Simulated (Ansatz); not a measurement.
**[SiH5]− (SMILES [H][Si-]([H])([H])([H])[H]) at CCSDT/STO-3G**

What is the energy change on altering one bond length of [SiH5]− at CCSDT/STO-3G? 

Program for the calculation: Ansatz 0.2.0.

## Step 1: The molecule

[SiH5]− has 6 atoms, charge -1, and is taken as a singlet. As SMILES, `[H][Si-]([H])([H])([H])[H]`. The shape is that of a GFN2-xTB optimisation.

Bond lengths: Si1–H2 1.639 Å, Si1–H3 1.644 Å, Si1–H4 1.491 Å, Si1–H5 1.491 Å, Si1–H6 1.491 Å. Angles: H2–Si1–H3 179.9°, H2–Si1–H4 90.0°, H2–Si1–H5 90.0°, H2–Si1–H6 90.1°, H3–Si1–H4 89.9°, H3–Si1–H5 90.0°, H3–Si1–H6 90.0°, H4–Si1–H5 120.1°, H4–Si1–H6 120.0°, H5–Si1–H6 120.0°.

## Step 2: A single-point energy at CCSDT/STO-3G

File job.yaml:

```yaml
crystal:
  periodic: [false, false, false]
  atoms:
    - {symbol: Si, position_ang: [-0.000240, 0.000230, 0.001470]}
    - {symbol: H, position_ang: [-0.019890, -0.007790, 1.639910]}
    - {symbol: H, position_ang: [0.021790, 0.007860, -1.642440]}
    - {symbol: H, position_ang: [1.490630, 0.011850, 0.019200]}
    - {symbol: H, position_ang: [-0.757550, 1.285100, -0.002620]}
    - {symbol: H, position_ang: [-0.734730, -1.297250, -0.015520]}
basis:
  gaussian: {orbitals: STO-3G}
total_charge: -1
correlation: {method: ccsdt, frozen_orbitals: {H: 0, Si: 5}}
accuracy: high
scf: {omitted_lower_state_checks: [cluster_reference, increment]}
```

Launch:

```sh
$ ansatz run job.yaml --threads 1 --pin off --max-ram 2610MiB --events-out events.jsonl --progress --plain --runs-dir runs
```

The program printed (excerpt; [...] marks lines left out):

```text
Warning: RAYON_NUM_THREADS=1 ignored (pool sized by the plan → 1); use --threads N
Functional definition: HF
  name "HF"
[...]
222 factors; integrals over basis functions are off by at most 1.5e-8 eV
[...]
mean field -7842.39134447 eV, -288.2025661456 hartree, gradient 7.5e-8 eV, S^2 0.000000; 0 other end points of the search recorded, 0 dependent functions left out
5 core orbitals not correlated: weight in the atoms' cores, before any rotation towards them, 0.999 or more for the frozen orbitals, at most 0.000 for the correlated occupied ones
reference -7842.39134447 eV, -288.2025661456 hartree; 5, 5 occupied and 4, 4 virtual orbitals, 222 factors
second order -1.41146705 eV of doubles, -0.00000000 eV of singles
cycle   1  -1.82826819 eV  change   -4.2e-1 eV  update   5.6e-2
[...]
cycle  17  -2.07518184 eV  change   5.2e-12 eV  update  3.1e-10
Total energy: -7844.46652631 eV, -288.2788276716 hartree
Checks for a lower state left out: cluster_reference, increment
```

Run time: 0.14 s. Hardware: 1 thread of Arm Neoverse V1, shared host.

## Step 3: The distorted shape at the same level

File input.yaml:

```yaml
crystal:
  periodic: [false, false, false]
  atoms:
    - symbol: Si
      position_ang: [-0.372982, -0.002675, -0.002963]
    - symbol: H
      position_ang: [-0.392632, -0.010695, 1.635477]
    - symbol: H
      position_ang: [-0.350952, 0.004955, -1.646873]
    - symbol: H
      position_ang: [1.490630, 0.011850, 0.019200]
    - symbol: H
      position_ang: [-1.130292, 1.282195, -0.007053]
    - symbol: H
      position_ang: [-1.107472, -1.300155, -0.019953]
basis:
  gaussian:
    orbitals: STO-3G
total_charge: -1
correlation:
  method: ccsdt
  frozen_orbitals: {H: 0, Si: 5}
accuracy: high
scf:
  omitted_lower_state_checks: [cluster_reference, increment]
```

Launch:

```sh
$ ansatz run input.yaml --threads 1 --pin off --max-ram 2610MiB --events-out events.jsonl --progress --plain --runs-dir runs
```

The program printed (excerpt; [...] marks lines left out):

```text
Warning: RAYON_NUM_THREADS=1 ignored (pool sized by the plan → 1); use --threads N
[... 2 set-up lines as earlier in the session ...]
[...]
222 factors; integrals over basis functions are off by at most 1.7e-8 eV
[...]
mean field -7841.16016299 eV, -288.1573210605 hartree, gradient 8.4e-8 eV, S^2 0.000000; 0 other end points of the search recorded, 0 dependent functions left out
5 core orbitals not correlated: weight in the atoms' cores, before any rotation towards them, 0.999 or more for the frozen orbitals, at most 0.000 for the correlated occupied ones
reference -7841.16016299 eV, -288.1573210605 hartree; 5, 5 occupied and 4, 4 virtual orbitals, 222 factors
second order -1.62687700 eV of doubles, -0.00000000 eV of singles
cycle   1  -2.12411834 eV  change   -5.0e-1 eV  update   6.8e-2
[...]
cycle  18  -2.45196253 eV  change   6.2e-10 eV  update  7.2e-10
Total energy: -7843.61212552 eV, -288.2474290217 hartree
Checks for a lower state left out: cluster_reference, increment
```

Run time: 0.14 s. Hardware: 1 thread of Arm Neoverse V1, shared host.

## Step 4: Results

At CCSDT/STO-3G, 5 core orbitals frozen:

| quantity | value |
| --- | --- |
| first shape: total energy | -288.27883 Eh |
| first shape: correlation energy (5 core orbitals frozen) | -76.3 mEh |
| first shape: T1 diagnostic | 0.007 |
| distorted shape: total energy | -288.24743 Eh |
| distorted shape: correlation energy (5 core orbitals frozen) | -90.1 mEh |
| distorted shape: T1 diagnostic | 0.010 |
| energy change with the Si1–H4 bond stretched from 1.491 to 1.864 Å | 0.854 eV |

What this shows: With the Si1–H4 bond stretched from 1.491 to 1.864 Å the energy rises by 0.85 eV (82.4 kJ/mol). The first shape isn't relaxed at this level, so the change isn't measured from a minimum. The minimal basis adds a large error of its own.
